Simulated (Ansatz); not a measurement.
# BePH₂ (doublet): the correlation ladder, def2-QZVPP

The task here is to estimate one member of a computed series from the others.

Method: def2-QZVPP, core rule «outside noble gas», up to 6 orbitals frozen; program: Ansatz 0.2.0, Gaussian basis.

Plan: UHF; ROHF; CCSD(T) on UHF.

**What is computed**

The geometry is a PBE0/def2-TZVP stationary point (not a proven minimum) of the parent state, kept for this charge and spin.

4 atoms, charge 0, spin multiplicity 2.

Atoms are counted from 1 here; the program's logs count them from 0.

Bond lengths: P1–Be2 2.362 Å, P1–H3 1.434 Å, Be2–H4 1.404 Å. Angles: Be2–P1–H3 78.1°, P1–Be2–H4 72.5°.

Coordinates:

```xyz
4
BeH2P
P     0.0000   -0.0776    0.5550
Be    0.0000    0.2430   -1.7850
H     0.0000    1.3528    0.4534
H     0.0000   -1.1410   -1.5494
```

The first run:

in.yaml

```yaml
crystal:
  periodic: [false, false, false]
  atoms:
    - {symbol: P, position_ang: [0.000000, -0.077599, 0.555021]}
    - {symbol: Be, position_ang: [0.000000, 0.243011, -1.784965]}
    - {symbol: H, position_ang: [0.000000, 1.352773, 0.453405]}
    - {symbol: H, position_ang: [0.000000, -1.140996, -1.549372]}
basis:
  gaussian: {orbitals: "def2-QZVPP.json"}
magnetization: {spin_polarized: true, initial_magnetization: 1}
hamiltonian: {xc: hf}
output: {orbitals: {seedname: orbitals}}
```

The run is started by

```sh
$ ansatz run in.yaml --threads 1 --pin off --events-out ev --progress --plain --max-ram 2393MiB
```

Steps of the session up to this table: UHF; ROHF; CCSD(T) on UHF.

One table of the session follows, with a row left open; its other results are not shown here.

| method | from UCCSD(T) (meV) |
| --- | --- |
| ROHF | +6779.7 |
| UHF | +5835.9 |
| UMP2 | ? |
| UCCSD | +279.5 |
| UCCSD(T) | 0 |

Estimate the missing values for UMP2.

The run gave: from UCCSD(T) (meV): +1300.9. In the column «from UCCSD(T) (meV)» it lies between UCCSD (+279.5) and UHF (+5835.9).

To keep in mind: The determinant is far from a pure spin state, so its energy mixes those of several spin states (harmless only where they are near-degenerate, as at dissociation).
